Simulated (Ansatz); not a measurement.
Two isomers of C3H6N2O: A = `C=N/C(O)=N\C`, B = `N/C=N\CC=O`.

Program: Ansatz. Geometries: PBE0-D4/def2-TZVP. ΔE: electronic, gas phase. CCSD(T)/CBS adds triple-zeta CCSD(T) − MP2 to the extrapolated MP2 energy (def2 sets, frozen cores). Double bonds are as drawn, so ΔE can hold a change between cis and trans. Functionals use def2-TZVPP. B3LYP here is the variant with VWN-RPA as its local correlation; programs differ in this. Each species was taken in one conformer, which may not be the lowest.

Task: Which isomer does CCSD(T)/CBS put lower? Give the gap. (Estimate.)

Result: Ansatz gave: B, by 26.7 kJ/mol.

Task: Give E(B) − E(A) in kJ/mol with CCSD(T)/def2-TZVPP, B3LYP, PBE0-D4, r2SCAN-D4, CCSD/def2-TZVPP, MP2/def2-TZVPP, PBE-D4. (Estimate.)

Result: Computed: CCSD(T)/def2-TZVPP -25.0, B3LYP -25.2, PBE0-D4 -28.0, r2SCAN-D4 -28.6, CCSD/def2-TZVPP -24.7, MP2/def2-TZVPP -29.9, PBE-D4 -29.9. None reverses the order clearly.

Largest T1 diagnostic: 0.015.

In def2-TZVPP, CCSD(T) changes the Hartree–Fock value by −3.3 kJ/mol (the triples alone add −0.3 kJ/mol) and MP2 by −8.3 kJ/mol.
